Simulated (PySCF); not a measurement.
A mixed set of molecules.

All values: CAM-B3LYP/def2-SVPD (PySCF) at PBE0-D3(BJ)/def2-SVP geometries, gas phase, one conformer each. Core orbitals are frozen in the response; Δα² is half the sum of the squared differences of the principal polarisabilities. The calculation is non-relativistic, for selenium and bromine too. Dipoles and anisotropies that the point group forbids are given as zero.

(1) Rank by dipole moment, highest first.
A. `ClC(Cl)(Cl)Br`
B. `FP(F)(F)(F)F` (phosphorus pentafluoride)
C. `C=N`
D. `N=[PH3]`
E. `C#Cc1c(cc(F)[se]1)C#N`
F. `[O:1]=[C:2]1[CH2:3][CH2:4][P:5](=[S:6])([c:7]2[cH:8][cH:9][cH:10][cH:11][cH:12]2)[CH2:13][CH2:14]1` with C4–P5–C7–C8 -52°, O1–C2–C3–C4 -128°, C2–C3–C4–P5 -58°, C3–C4–P5–S6 -64°, C4–P5–C13–C14 -58° (1-phenylphosphinan-4-one 1-sulfide)

(2) Rank by vertical ionisation energy (ΔSCF), highest first.
A. `C#Cc1[se]c(F)cc1C#N` (C7H2FNSe)
B. `ClC(Cl)(Cl)Br` (CBrCl3)
C. `FP(F)(F)(F)F` (PF5)
D. `C=N` (CH3N)
E. `N=[PH3]` (H4NP)

(3) Rank by HOMO–LUMO gap, highest first.
A. `O=C1CCP(=S)(c2ccccc2)CC1` (C11H13OPS)
B. `C#Cc1[se]c(F)cc1C#N` (C7H2FNSe)
C. `C=N` (CH3N)
D. `FP(F)(F)(F)F` (PF5)
E. `N=[PH3]` (H4NP)

Answers

(1) F (4.79 D), E (3.61 D), D (3.03 D), C (2.08 D), A (0.16 D), B (0.00 D).

(2) C (15.41 eV), B (11.07 eV), D (10.67 eV), E (9.18 eV), A (8.94 eV).

(3) D (14.16 eV), C (9.93 eV), E (9.24 eV), A (7.59 eV), B (6.90 eV).

All values together:

| SMILES | formula | μ (D) | HOMO (eV) | LUMO (eV) | α (Å³) | Δα (Å³) | electrons | α per electron (Å³) | ΔSCF removal energy (eV) |
| --- | --- | --- | --- | --- | --- | --- | --- | --- | --- |
| N=[PH3] | H4NP | 3.03 | -8.15 | 1.09 | 5.37 | 1.69 | 26 | 0.207 | 9.18 |
| ClC(Cl)(Cl)Br | CBrCl3 | 0.16 | -10.07 | -0.92 | 11.21 | 1.10 | 92 | 0.122 | 11.07 |
| C#Cc1[se]c(F)cc1C#N | C7H2FNSe | 3.61 | -8.33 | -1.44 | 16.78 | 11.47 | 94 | 0.179 | 8.94 |
| C=N | CH3N | 2.08 | -9.28 | 0.65 | 3.25 | 1.63 | 16 | 0.203 | 10.67 |
| O=C1CCP(=S)(c2ccccc2)CC1 | C11H13OPS | 4.79 | -7.85 | -0.26 | 25.26 | 11.22 | 118 | 0.214 | – |
| FP(F)(F)(F)F | PF5 | 0.00 | -13.97 | 0.19 | 3.93 | 0.14 | 60 | 0.065 | 15.41 |

Conformers: `[O:1]=[C:2]1[CH2:3][CH2:4][P:5](=[S:6])([c:7]2[cH:8][cH:9][cH:10][cH:11][cH:12]2)[CH2:13][CH2:14]1` with C4–P5–C7–C8 -52°, O1–C2–C3–C4 -128°, C2–C3–C4–P5 -58°, C3–C4–P5–S6 -64°, C4–P5–C13–C14 -58°.

A dash marks a removal energy that wasn't run or isn't settled.

Problem. By how much does the ΔSCF value exceed −ε(HOMO) over the species that have both?

Solution. By 0.60 to 1.44 eV, 1.09 eV on average, over 5 species.
